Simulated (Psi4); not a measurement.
Psi4 input (wB97X-D/6-311+G**):

```
memory 1500 MB

molecule {
1 2
S     0.00079836    0.00101417    0.10422964
H    -0.00010930    0.98195700   -0.84351873
H    -0.01266448   -0.99818372   -0.82415549
symmetry c1
no_reorient
no_com
}

set {
  basis 6-311+G**
  reference uks
  scf_type pk
  dft_radial_points 99
  dft_spherical_points 590
  e_convergence 1e-8
  d_convergence 1e-7
  maxiter 150
}

e = energy('wb97x-d')
print_out(f'\nFINAL {e:.10f} DIPOLE {variable("CURRENT DIPOLE")[0]:.6f} {variable("CURRENT DIPOLE")[1]:.6f} {variable("CURRENT DIPOLE")[2]:.6f}\n')
```

Output:

```
   => Loading Basis Set <=

    Name: 6-311+G**
    Role: ORBITAL
    Keyword: BASIS
    atoms 1   entry S          line   429 file 6-311pgss.gbs
    atoms 2-3 entry H          line    42 file 6-311pgss.gbs

   => WB97X-D: Empirical Dispersion <=

    Chai and Head-Gordon Dispersion Correction
    Chai, J.-D.; Head-Gordon, M. (2010), J. Chem. Phys., 132: 6615-6620

        s6 =       1.000000

         ---------------------------------------------------------
                                   SCF
               by Justin Turney, Rob Parrish, Andy Simmonett
                          and Daniel G. A. Smith
                              UKS Reference
         ---------------------------------------------------------

  ==> Geometry <==

    Molecular point group: c1
    Full point group: C1

    Geometry (in Angstrom), charge = 1, multiplicity = 2:

       Center              X                  Y                   Z               Mass
    ------------   -----------------  -----------------  -----------------  -----------------
         S            0.000798360000     0.001014170000     0.104229640000    31.972071174400
         H           -0.000109300000     0.981957000000    -0.843518730000     1.007825032230
         H           -0.012664480000    -0.998183720000    -0.824155490000     1.007825032230

  Running in c1 symmetry.

  Rotational constants: A =      9.63813  B =      8.53081  C =      4.52536 [cm^-1]
  Rotational constants: A = 288943.73357  B = 255747.24256  C = 135666.94943 [MHz]
  Nuclear repulsion =   12.682003334347261

  Charge       = 1
  Multiplicity = 2
  Electrons    = 17
  Nalpha       = 9
  Nbeta        = 8

  ==> Algorithm <==

  SCF Algorithm Type is PK.
  DIIS enabled.
  MOM disabled.
  Fractional occupation disabled.
  Guess Type is SAD.
  Energy threshold   = 1.00e-08
  Density threshold  = 1.00e-07
  Integral threshold = 1.00e-12

  ==> Primary Basis <==

  Basis Set: 6-311+G**
    Blend: 6-311+G**
    Number of shells: 22
    Number of basis functions: 42
    Number of Cartesian functions: 43
    Spherical Harmonics?: true
    Max angular momentum: 2

  ==> DFT Potential <==

   => LibXC <=

    Version 7.1.2
    S. Lehtola, C. Steigemann, M. J. T. Oliveira, and M. A. L. Marques,  SoftwareX 7, 1–5 (2018) (10.1016/j.softx.2017.11.002)

   => Composite Functional: WB97X-D <=

    wB97X-D Hyb-GGA Exchange-Correlation Functional

    J.-D. Chai and M. Head-Gordon,  Phys. Chem. Chem. Phys. 10, 6615–6620 (2008) (10.1039/B810189B)

    Deriv               =              1
    GGA                 =           TRUE
    Meta                =          FALSE

    Exchange Hybrid     =           TRUE
    MP2 Hybrid          =          FALSE

   => Exchange-Correlation Functionals <=

    1.0000   wB97X-D range-separated functional

   => Exact (HF) Exchange <=

    0.7780            HF,LR [omega = 0.2000]
    0.2220               HF

   => LibXC Density Thresholds  <==

    XC_HYB_GGA_XC_WB97X_D:  1.00E-14

   => Molecular Quadrature <=

    Radial Scheme          =       TREUTLER
    Pruning Scheme         =           NONE
    Nuclear Scheme         =       TREUTLER

    Blocking Scheme        =         OCTREE
    BS radius alpha        =              1
    Pruning alpha          =              1
    Radial Points          =             99
    Spherical Points       =            590
    Total Points           =         170477
    Total Blocks           =           1276
    Max Points             =            256
    Max Functions          =             42
    Weights Tolerance      =       1.00E-15

  ==> Integral Setup <==

  Using in-core PK algorithm.
   Calculation information:
      Number of atoms:                   3
      Number of AO shells:              22
      Number of primitives:             37
      Number of atomic orbitals:        43
      Number of basis functions:        42

      Integral cutoff                 1.00e-12
      Number of threads:                 1

  Performing in-core PK
  Using 1224468 doubles for integral storage.
  We computed 32131 shell quartets total.
  Whereas there are 32131 unique shell quartets.

  Computing range-separated integrals for PK
  We computed 32131 wK shell quartets total.
  Whereas there are 32131 wK unique shell quartets.

  ==> DiskJK: Disk-Based J/K Matrices <==

    J tasked:                  Yes
    K tasked:                  Yes
    wK tasked:                 Yes
    Omega:               2.000E-01
    Schwarz Cutoff:          1E-12


  Cached 100.0% of DFT collocation blocks in 0.177 [GiB].

  Minimum eigenvalue in the overlap matrix is 1.7856177409E-02.
  Reciprocal condition number of the overlap matrix is 3.6319410863E-03.
    Using symmetric orthogonalization.

  ==> Pre-Iterations <==

  SCF Guess: Superposition of Atomic Densities via on-the-fly atomic UHF (no occupation information).

   -------------------------
    Irrep   Nso     Nmo
   -------------------------
     A         42      42
   -------------------------
    Total      42      42
   -------------------------

  ==> Iterations <==

                        Total Energy        Delta E     RMS |[F,P]|

   @UKS iter SAD:  -399.13296731254411   -3.99133e+02   0.00000e+00
   @UKS iter   1:  -398.99206428516322    1.40903e-01   6.65577e-03 DIIS/ADIIS
   @UKS iter   2:  -399.01548998579540   -2.34257e-02   2.00850e-03 DIIS/ADIIS
   @UKS iter   3:  -399.01683735733985   -1.34737e-03   2.84605e-04 DIIS/ADIIS
   @UKS iter   4:  -399.01695959446732   -1.22237e-04   9.18682e-05 DIIS
   @UKS iter   5:  -399.01696730947515   -7.71501e-06   2.15135e-05 DIIS
   @UKS iter   6:  -399.01696838253525   -1.07306e-06   7.27991e-06 DIIS
   @UKS iter   7:  -399.01696858066941   -1.98134e-07   2.20577e-06 DIIS
   @UKS iter   8:  -399.01696859989499   -1.92256e-08   5.72755e-07 DIIS
   @UKS iter   9:  -399.01696860104693   -1.15193e-09   6.94533e-08 DIIS
  Energy and wave function converged.

  ==> Post-Iterations <==

   Electrons on quadrature grid:
      Nalpha   =    9.0000000247 ; deviation = 2.471e-08
      Nbeta    =    8.0000000277 ; deviation = 2.773e-08
      Ntotal   =   17.0000000524 ; deviation = 5.244e-08

   @Spin Contamination Metric:   3.495900007E-03
   @S^2 Expected:                7.500000000E-01
   @S^2 Observed:                7.534959000E-01
   @S   Expected:                5.000000000E-01
   @S   Observed:                5.000000000E-01

    Orbital Energies [Eh]
    ---------------------

    Alpha Occupied:

       1A    -89.421738     2A     -8.457733     3A     -6.412441
       4A     -6.401871     5A     -6.398351     6A     -1.206943
       7A     -0.858490     8A     -0.786373     9A     -0.733144

    Alpha Virtual:

      10A     -0.199087    11A     -0.173810    12A     -0.079881
      13A     -0.072852    14A     -0.069610    15A     -0.063588
      16A      0.143189    17A      0.152522    18A      0.167350
      19A      0.175091    20A      0.224237    21A      0.370121
      22A      0.373414    23A      0.391204    24A      0.409222
      25A      0.637493    26A      0.712522    27A      1.131138
      28A      1.176374    29A      1.233791    30A      1.266477
      31A      1.426762    32A      1.435685    33A      1.484410
      34A      1.811386    35A      1.940850    36A      2.316168
      37A      2.342140    38A      7.548336    39A     17.018059
      40A     17.073560    41A     17.073617    42A    188.767202

    Beta Occupied:

       1A    -89.415212     2A     -8.451998     3A     -6.397707
       4A     -6.394374     5A     -6.392347     6A     -1.162036
       7A     -0.848642     8A     -0.768476

    Beta Virtual:

       9A     -0.420242    10A     -0.192646    11A     -0.161681
      12A     -0.068105    13A     -0.062601    14A     -0.056314
      15A     -0.046361    16A      0.144631    17A      0.156015
      18A      0.178692    19A      0.182475    20A      0.241492
      21A      0.380076    22A      0.384636    23A      0.448145
      24A      0.465419    25A      0.694401    26A      0.719653
      27A      1.129940    28A      1.187138    29A      1.249840
      30A      1.270221    31A      1.444097    32A      1.458409
      33A      1.492793    34A      1.816254    35A      1.945487
      36A      2.316402    37A      2.342148    38A      7.559026
      39A     17.041491    40A     17.078085    41A     17.078619
      42A    188.772672

    Final Occupation by Irrep:
              A
    DOCC [     8 ]
    SOCC [     1 ]
    NA   [     9 ]
    NB   [     8 ]

  @UKS Final Energy:  -399.01696860104693

   => Energetics <=

    Nuclear Repulsion Energy =             12.6820033343472609
    One-Electron Energy =                -569.8201980621480516
    Two-Electron Energy =                 177.1281447918481149
    DFT Exchange-Correlation Energy =     -19.0068007061464641
    Empirical Dispersion Energy =          -0.0001179589478140
    VV10 Nonlocal Energy =                  0.0000000000000000
    Total Energy =                       -399.0169686010469263

  UHF NO Occupations:
  HONO-2 :    7  A 1.9996831
  HONO-1 :    8  A 1.9986965
  HONO-0 :    9  A 1.0000000
  LUNO+0 :   10  A 0.0013035
  LUNO+1 :   11  A 0.0003169
  LUNO+2 :   12  A 0.0001278
  LUNO+3 :   13  A 0.0000005

Computation Completed

Properties will be evaluated at   0.000000,   0.000000,   0.000000 [a0]

Properties computed using the SCF density matrix

 Multipole Moments:

 ------------------------------------------------------------------------------------
     Multipole            Electronic (a.u.)      Nuclear  (a.u.)        Total (a.u.)
 ------------------------------------------------------------------------------------

 L = 1.  Multiply by 2.5417464519 to convert [e a0] to [Debye]
 Dipole X            :         -0.0051387           -0.0000000           -0.0051387
 Dipole Y            :         -0.0065278            0.0000000           -0.0065278
 Dipole Z            :         -0.6708802            0.0000000           -0.6708802
 Magnitude           :                                                    0.6709316

 ------------------------------------------------------------------------------------

FINAL -399.0169686010 DIPOLE -0.005139 -0.006528 -0.670880

*** Psi4 exiting successfully. Buy a developer a beer!
```

The dipole moment of an ion depends on the origin.
